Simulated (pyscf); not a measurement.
Cl–Sn:–Cl [singlet] + CH₃• → H₃C–Sn•(Cl)–Cl, gas phase, doublet surface. Optimised with ωB97X-D3(BJ)/def2-SVP in PySCF. ΔG in kcal/mol from ωB97M-D3(BJ)/def2-TZVP energies (ideal gas, 1 atm, RRHO with modes under 100 cm⁻¹ raised to 100, one conformer, R ln 2 for chiral ones without a mode under 150 cm⁻¹).

```json
[
 {"T (K)": "298", "ΔG": "-12.3"},
 {"T (K)": "600", "ΔG": "?"},
 {"T (K)": "900", "ΔG": "+6.4"},
 {"T (K)": "1200", "ΔG": "+15.3"}
]
```

Problem. Fit a line to the three values, predict ΔG at 600 K, and estimate where the reaction turns unfavourable at 1 atm of each gas.

Solution. Least squares gives ΔG = -21.4 + 30.7 × T/1000 K, so ΔS is about -128 J/(mol K) and ΔH about -21.4 kcal/mol over this range (ΔH at 298 K: -21.8). At 600 K the line gives -3.0; the computed value is -2.8. ΔG = 0 falls near 700 K; 1 kcal/mol in the energy moves that by 33 K. This is thermodynamics alone and says nothing of the barrier. Elements past Kr carry the def2 core potentials, without spin-orbit coupling.
